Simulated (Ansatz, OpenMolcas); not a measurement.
**The same job for Ansatz**

OpenMolcas 26.06 runs this on BF (SMILES [B]F):

test.inp:
```
>>> EXPORT MOLCAS_PRINT=2

&GATEWAY
 BasLib=$CurrDir
 Coord
 2
 angstrom
 B        0.000000       0.000000      -1.903960
 F        0.000000       0.000000       1.253740
 Basis=STO-3G
 Group=NoSym

&SEWARD
 GridInput
 Grid=UltraFine
 End of Grid

&SCF
 KSDFT=PBE0
 Thresholds=1e-10 1e-07 1e-07 1e-05
 PrOrbitals=1 1
```

```bash
$ export MOLCAS_MEM=1860
$ pymolcas test.inp > test.log
```

(Basis files named in the input come from the Basis Set Exchange and aren't shown.)

The B1–F2 distance was set to 3.158 Å, away from the relaxed value.

A bond is far stretched, where a restricted reference may be unsound.

It gives a total energy of -122.367229 Eh.

Q: Translate the job to Ansatz 0.2.0 as an input file of the program's own.

A: For example:

molecule.yaml:
```yaml
crystal:
  periodic: [false, false, false]
  atoms:
    - {symbol: B, position_ang: [0.000000, -0.000000, -1.903960]}
    - {symbol: F, position_ang: [-0.000000, 0.000000, 1.253740]}
basis:
  gaussian:
    orbitals: STO-3G
accuracy: high
hamiltonian:
  xc: pbe0
```

```bash
$ ansatz run molecule.yaml --threads 1 --pin off --max-ram 3480MiB --events-out events.jsonl --progress --plain --runs-dir runs
```

Its energy is -122.367230 Eh, 0.001 mEh from the first.
